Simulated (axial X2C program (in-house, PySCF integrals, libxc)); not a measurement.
## Outer orbitals of SiH²⁺ at 1.841 Å, M06

Computed with an axial X2C code built on PySCF integrals. Spin-free means the one-electron spin-free X2C Hamiltonian; two-component (2c) means X2C with spin–orbit coupling and atomic mean-field two-electron Coulomb and Gaunt terms, so the difference of the two also holds small scalar two-electron terms. Basis: Si dyall-v3z [8s7p2d1f], H dyall-v3z [6s2p1d] (cores contracted in-house); Gaussian nuclei, density fitting, unrestricted open shells. Masses: Si 27.977 u, H 1.008 u.

The distance is close to the 2c PBE0 minimum; the highest filled and lowest empty levels are listed.

Spin-free orbitals, state M_S = 1/2, Λ = 0 (beyond evenly filled blocks: σα) (Löwdin shares):

```
symmetry  occupied  ε (eV)             atomic character
      σα       yes  -30.09    74% Si s, 20% H s, 4% H p
      σβ       yes  -29.02    81% Si s, 13% H s, 5% H p
      σα       yes  -24.83  42% Si p, 37% H s, 16% Si s
      σβ        no  -20.68  57% Si p, 29% H s, 10% Si s
     π-α        no  -18.71                     98% Si p
     π+α        no  -18.71                     98% Si p
     π-β        no  -18.35                     98% Si p
     π+β        no  -18.35                     98% Si p
```

Spinors with spin–orbit coupling (state Ω = 1/2):

```
   ω  occupied  ε (eV)             atomic character  λ mixture
 1/2       yes  -30.09    74% Si s, 20% H s, 4% H p     100% σ
-1/2       yes  -29.02    81% Si s, 13% H s, 5% H p     100% σ
 1/2       yes  -24.83  42% Si p, 37% H s, 16% Si s     100% σ
-1/2        no  -20.68  57% Si p, 29% H s, 10% Si s     100% σ
-1/2        no  -18.72                     98% Si p     100% π
 3/2        no  -18.69                     98% Si p     100% π
 1/2        no  -18.36                     98% Si p     100% π
```

Mulliken charges and populations of the two-component result (they depend on the basis, above all on diffuse functions):

Si 1.70 e (s 5.86 p 6.41 d 0.02), H 0.30 e (s 0.66 p 0.03). ⟨Lz⟩ = 0.00 ħ and ⟨Sz⟩ = 0.50 ħ (0.24 and 0.26 on the two atoms), which add up to Ω.

One determinant describes the state; a PBE0 search over occupations chose it and may have missed a lower one. Density functionals use the spin component along the axis (collinear).
